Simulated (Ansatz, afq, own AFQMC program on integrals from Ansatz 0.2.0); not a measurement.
Two steps: Ansatz 0.2.0 writes the Fock matrix and Cholesky factors of the valence space, and afq projects on them the lowest state that overlaps trial and start.

```yaml
crystal:
  periodic: [false, false, false]
  atoms:
    - {symbol: F, position_ang: [0.000000, 0.000000, 0.000000]}
basis:
  gaussian: {orbitals: aug-cc-pVTZ}
magnetization: {spin_polarized: true, initial_magnetization: 1}
correlation: {method: ccsd_t, electrons: outside_noble_gas, hamiltonian_folder: ham}
```

```sh
$ ansatz run in.yaml --threads 1 --pin off --events-out ev --progress --plain --max-ram 1382MiB
```

Options of the walk:

```
--method free --trial cisd --walkers 60 --time-step 0.03 --max-blocks 80 --target-error 0.00032 --factor-cut 1e-05 --seed 9837 --times 0,0.3,0.6,1.2,1.8,2.4,3.6,4.8,6 --taylor-order 8
```

Times are imaginary, in 1/Eh. The walk had a cap of 1595 s.

Log:

```
orbitals 45  electrons 4 3  factors 287 of 288
reference energy -99.40687935 Eh
CCSD correlation -0.21657263 Eh in 9 cycles, weight of the determinant in the CISD state 0.9626
repeat  energy at the last time / Eh  error
    10  -99.625931  0.001199
    20  -99.626080  0.000778
    30  -99.627877  0.001247
    40  -99.628476  0.001138
    50  -99.628075  0.000942
    60  -99.628082  0.000782
    70  -99.628008  0.000693
    80  -99.628091  0.000647
time / (1/Eh)  energy / Eh  error  mean overlap
  0.00  -99.623354  0.000055  1.0386
  0.30  -99.627456  0.000124  1.0411
  0.60  -99.627886  0.000137  1.0387
  1.20  -99.628137  0.000178  1.0274
  1.80  -99.628047  0.000209  1.0233
  2.40  -99.628170  0.000241  1.0050
  3.60  -99.627834  0.000304  1.0076
  4.80  -99.627404  0.000401  1.0631
  6.00  -99.628091  0.000647  1.0804
energy -99.628091 +/- 0.000647 Eh
```

The run passed its tests (error under three times the target), which doesn't prove that it has relaxed.

Against this walk (error 17.6 meV) on the same determinant: CCSD(T) 7.2 meV higher (within the noise), CCSDT(Q) 1.0 meV lower (within the noise). The error is statistical, and a free projection of finite length keeps a remainder of its start.

Cautions: remainder of the start not in the error; error above the target (17.6 against 8.7 meV).

The walk took 4.6 min on 1 thread of Arm Neoverse V2 (shared host). The log's last line is the free-projection energy.

CCSDT and higher add their correlation energy to the determinant of the CCSD(T) run, since their own runs factorise the integrals more tightly (a shift of under 2 meV). A walk keeps the symmetry of its determinant, which the program's search chose and which needn't be the lowest solution, so a lower state of the same spin and another symmetry isn't excluded.
